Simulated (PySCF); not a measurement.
Gas-phase reaction: 2 Al(CH3)2F + 2 CH2F2 → 2 AlF3 + 3 CH4 + C3H4 (propyne)

Method: PySCF energies plus ideal-gas RRHO corrections (1 bar). † marks an energy on the PBE0/def2-TZVP geometry and frequencies. MP2 and CCSD(T) freeze the core. All species are closed-shell singlets. B3LYP is the form with VWN-RPA correlation. Methyl groups turn as free rotors in Al(CH3)2F. Al(CH3)2F: computed as isolated molecules; such fragments, hydroxides, amides, oligomers or adducts are transient or little studied in the gas. MP2 isn't extrapolated to the basis-set limit; its ΔH°(298 K) is -622.1 kJ in def2-SVP and -652.2 kJ in def2-TZVPP. CCSD(T) isn't extrapolated to the basis-set limit; its ΔH°(298 K) is -589.4 kJ in def2-SVP and -615.6 kJ in def2-TZVPP. The harmonic model lacks anharmonicity and excited electronic states, which grow with temperature; levels with a mode under 35 cm⁻¹ are left out.

```csv
level,"ΔE electronic, kJ","ΔH°(298 K), kJ","ΔS°(298 K), J/K","ΔG°(2000 K), kJ"
B3LYP/def2-TZVP†,-604,-611,200,-1000
BLYP/def2-TZVP†,-617,-623,200,-1013
CCSD(T)/def2-SVP†,-583,-589,200,-979
MP2/def2-SVP†,-616,-622,200,-1012
MP2/def2-TZVPP†,-646,-652,200,-1042
r2SCAN/def2-TZVP†,-568,-575,200,-965
LDA/def2-TZVP†,-451,-458,200,-847
ωB97X-V/def2-TZVP†,-546,-552,200,-942
```
ΔH° is lowest at MP2/def2-TZVPP† and highest at LDA/def2-TZVP†. No reference value is set beside these.
